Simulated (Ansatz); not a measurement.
**SiCl (SMILES [Si]Cl): CASCI(3,6)/SBKJC-VDZ (core potential, accuracy low, start density atoms)**

Aim: the vertical ionisation energy of SiCl at CASCI(3,6)/SBKJC-VDZ (core potential, accuracy low, start density atoms), from 2 runs. 

The results are computed with Ansatz 0.2.0.

9 further runs of the same task are left out: 1 that didn't finish, 8 set aside as unsound or not needed. Runs told in other sessions of the task aren't counted.

### Step 1. The system as given

The species is SiCl (2 atoms), meant as a doublet with charge 0. SMILES: `[Si]Cl`. The coordinates come from a PBE0-D4/def2-TZVP relaxation.

Bond lengths: Si1–Cl2 2.067 Å.

### Step 2. Energy and gradient at CASCI(3,6)/SBKJC-VDZ (core potential, accuracy low, start density atoms)

in.yaml

```yaml
basis:
  gaussian:
    orbitals: SBKJC-VDZ.json
crystal:
  periodic: [false, false, false]
  atoms:
    - {symbol: Si, position_ang: [0.881810, -0.293660, 0.452120]}
    - {symbol: Cl, position_ang: [-0.881810, 0.293660, -0.452120]}
magnetization:
  spin_polarized: false
  initial_magnetization: 1
hamiltonian:
  pseudopotentials: {relativity: none}
correlation:
  active_space: {window: {electrons: 3, orbitals: 6}, fixed_orbitals: true}
  electrons: all
accuracy: low
output: {forces: true}
```

The basis set SBKJC-VDZ is read from a file made from the Basis Set Exchange's data (not shown).

Run with:

```console
$ ansatz run in.yaml --threads 1 --pin off --max-ram 3480MiB --events-out events.jsonl --progress --plain --runs-dir runs
```

Log:

```text
Warning: RAYON_NUM_THREADS=1 ignored (pool sized by the plan → 1); use --threads N
Functional definition: HF
  name "HF"
  exchange = exact_x
  correlation = 0
218 factors; integrals over basis functions are off by at most 1.3e-4 eV
mean field evaluation 1: about -499.6485 eV, gradient 8.3e0 eV
mean field evaluation 2: about -499.6520 eV, gradient 8.3e0 eV
mean field evaluation 4: about -500.1219 eV, gradient 6.3e-1 eV
mean field evaluation 8: about -500.1253 eV, gradient 3.5e-4 eV
mean field evaluation 16: about -500.1253 eV, gradient 4.4e-4 eV
mean field -500.12533698 eV, -18.3792671367 hartree, gradient 3.3e-6 eV, S^2 0.750000; 2 other end points of the search recorded, 0 dependent functions left out
reference -500.12533698 eV, -18.3792671367 hartree; 6, 5 occupied and 10, 11 virtual orbitals, 218 factors
state -500.29707709 eV, -18.3855784697 hartree
the calculation of the forces begins
Total energy: -500.29707709 eV, -18.3855784697 hartree
Atom 0 at     0.881810    -0.293660     0.452120 Å, force     2.349428    -0.782406     1.204595 eV/Å
Atom 1 at    -0.881810     0.293660    -0.452120 Å, force    -2.349428     0.782406    -1.204595 eV/Å
Dipole moment:     0.438407    -0.145998     0.224779 e Å
```

Wall time 0.1 s (1 thread of Arm Neoverse V2, shared host).

### Step 3. The singlet cation

in.yaml

```yaml
basis:
  gaussian:
    orbitals: SBKJC-VDZ.json
crystal:
  periodic: [false, false, false]
  atoms:
    - {symbol: Si, position_ang: [0.881810, -0.293660, 0.452120]}
    - {symbol: Cl, position_ang: [-0.881810, 0.293660, -0.452120]}
total_charge: 1
hamiltonian:
  pseudopotentials: {relativity: none}
correlation:
  active_space: {window: {electrons: 2, orbitals: 6}, fixed_orbitals: true}
  electrons: all
accuracy: low
output: {forces: true}
```

The basis set SBKJC-VDZ is read from a file made from the Basis Set Exchange's data (not shown).

Run with:

```console
$ ansatz run in.yaml --threads 1 --pin off --max-ram 3480MiB --events-out events.jsonl --progress --plain --runs-dir runs
```

Log, cut to the lines that bear on the results:

```text
Warning: RAYON_NUM_THREADS=1 ignored (pool sized by the plan → 1); use --threads N
[... 2 set-up lines as earlier in the session ...]
[...]
218 factors; integrals over basis functions are off by at most 1.3e-4 eV
[...]
a density is far from that of the atoms, so the factors are made again for it
236 factors; integrals over basis functions are off by at most 1.1e-4 eV
[...]
mean field -492.35961755 eV, -18.0938822115 hartree, gradient 3.4e-6 eV, S^2 0.000000; 1 other end points of the search recorded, 0 dependent functions left out
reference -492.35961755 eV, -18.0938822115 hartree; 5, 5 occupied and 11, 11 virtual orbitals, 236 factors
state -492.63224913 eV, -18.1039012374 hartree
[...]
Total energy: -492.63224913 eV, -18.1039012374 hartree
Atom 0 at     0.881810    -0.293660     0.452120 Å, force     0.430111    -0.143235     0.220526 eV/Å
Atom 1 at    -0.881810     0.293660    -0.452120 Å, force    -0.430111     0.143235    -0.220526 eV/Å
Dipole moment:     1.028106    -0.342379     0.527129 e Å
```

It took 0.1 s on 1 thread of Arm Neoverse V2, shared host.

### Step 4. Outcome

At CASCI(3,6)/SBKJC-VDZ (core potential, accuracy low, start density atoms):

| quantity | value |
| --- | --- |
| doublet SiCl: total energy | -18.38558 Eh |
| doublet SiCl: dipole moment (correlated density) | 2.47 D |
| doublet SiCl: largest force on an atom | 2.754 eV/Å |
| singlet cation: total energy | -18.10390 Eh |
| singlet cation: largest force on an atom | 0.504 eV/Å |
| vertical ionisation energy (to the singlet cation) | 7.665 eV |

In words: The vertical ionisation energy comes to 7.66 eV (740 kJ/mol). The largest force (doublet SiCl) is 2.75 eV/Å: the shape isn't a stationary point for this species at this level. Only the singlet of the ionised species was computed; a triplet could lie lower. The accuracy setting (doublet SiCl) is loose, so the last digits carry no meaning. The accuracy setting (singlet cation) is loose, so the last digits carry no meaning.
